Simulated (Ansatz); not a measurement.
For bcc Rb, LDA in Ansatz (plane waves, PAW) gives:

* **lattice constant a**: 5.376 Å
* **bulk modulus**: 3.6 GPa
* **cohesive energy**: 0.92 eV/atom

Problem. What does r²SCAN+rVV10 in Ansatz (PAW) give for the same quantities?

Solution. 
- lattice constant a: 5.683 Å (grows by 5.7 %)
- bulk modulus: 2.8 GPa (decreases by 22 %)
- cohesive energy: 0.83 eV/atom (shrinks by 0.09 eV/atom)

For comparison: lattice constant a 5.576 Å (measured, low-temperature or extrapolated to 0 K; zero-point anharmonic expansion removed; as tabulated in Csonka et al. (2009), arXiv:0903.4037); bulk modulus 2.9 GPa (measured, corrected for temperature and zero-point phonon effects, sources range from 2.9 to 3.6; as tabulated in Levämäki et al. (2014), arXiv:1402.3671); cohesive energy 0.86 eV/atom (measured, static lattice: zero-point vibration energy added; as tabulated in Mejia-Rodriguez and Trickey (2018), arXiv:1807.09216).

Changes are worked out from the printed values.

Unless a cell is named, each level is at its own relaxed cell (LDA 77.70, r²SCAN+rVV10 91.78 Å³/atom).

Ansatz's density-functional and Hartree–Fock values are scalar-relativistic unless marked +SOC, with PAW data made under PBE.

Ansatz is a program for electronic structure.
